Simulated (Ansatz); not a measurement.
**The magnesium atom (singlet): wave-function methods side by side, aug-cc-pVTZ**

How much of the correlation energy of the magnesium atom (singlet) does each wave-function method recover here?

Method: aug-cc-pVTZ, core rule «outside noble gas», up to 5 orbitals frozen; program: Ansatz 0.2.0, Gaussian basis.

The runs, in order: UHF; CCSD(T) on RHF; BCCD(T) on RHF; CASSCF and MRCISD+Q, 2 electrons in 4 orbitals; CASSCF and MRCISD+Q(relaxed), 2 electrons in 4 orbitals; CASSCF and NEVPT4(SD), 2 electrons in 4 orbitals; CASSCF and NEVPT2, 2 electrons in 4 orbitals; Full CI.

**1. The atom**

A free atom, in its lowest state of this spin that the program finds.

1 atom, charge 0, spin multiplicity 1.

**2. UHF**

Input file in.yaml:

```yaml
crystal:
  periodic: [false, false, false]
  atoms:
    - {symbol: Mg, position_ang: [0.000000, 0.000000, 0.000000]}
basis:
  gaussian: {orbitals: aug-cc-pVTZ}
magnetization: {spin_polarized: true, initial_magnetization: 0}
hamiltonian: {xc: hf}
output: {orbitals: {seedname: orbitals}}
```

Started as:

```bash
$ ansatz run in.yaml --threads 1 --pin off --events-out ev --progress --plain --max-ram 2393MiB
```

The runs that follow: CCSD(T) on RHF; BCCD(T) on RHF; CASSCF and MRCISD+Q, 2 electrons in 4 orbitals; CASSCF and MRCISD+Q(relaxed), 2 electrons in 4 orbitals; CASSCF and NEVPT4(SD), 2 electrons in 4 orbitals; CASSCF and NEVPT2, 2 electrons in 4 orbitals; Full CI.

Q: Predict the results of all the runs planned. Wanted: FCI below the RHF energy; RMP2 from FCI; RCCSD from FCI; RCCSD(T) from FCI; NEVPT2 valence from FCI; NEVPT4(SD) valence from FCI; MRCISD+Q valence from FCI; T1 diagnostic; effectively unpaired electrons.

**Answer**, as computed:

| quantity | value |
| --- | --- |
| FCI below the RHF energy | -0.9184 eV |
| RMP2 from FCI | +273.2 meV |
| RCCSD from FCI | 0.0 meV |
| RCCSD(T) from FCI | 0.0 meV |
| NEVPT2 valence from FCI | +24.6 meV |
| NEVPT4(SD) valence from FCI | +7.4 meV |
| MRCISD+Q valence from FCI | +3.1 meV |
| levels within 1 kcal/mol (43 meV) | RCCSD, RCCSD(T), BCCD(T), NEVPT2 valence, NEVPT4(SD) valence, MRCISD valence, MRCISD+Q valence, MRCISD+Q(relaxed) valence |
| T1 diagnostic | 0.016 |
| effectively unpaired electrons | 0.09 |

**Reading.** RCCSD(T) misses by 0.0 meV, 0.0 % of the correlation energy. One determinant dominates. Of the multireference levels listed MRCISD+Q(relaxed) valence comes nearest in total energy (-0.3 meV), which doesn't show that its space is the better one. These misses are within one basis, not against nature. With two correlated electrons CCSD is exact in the basis.
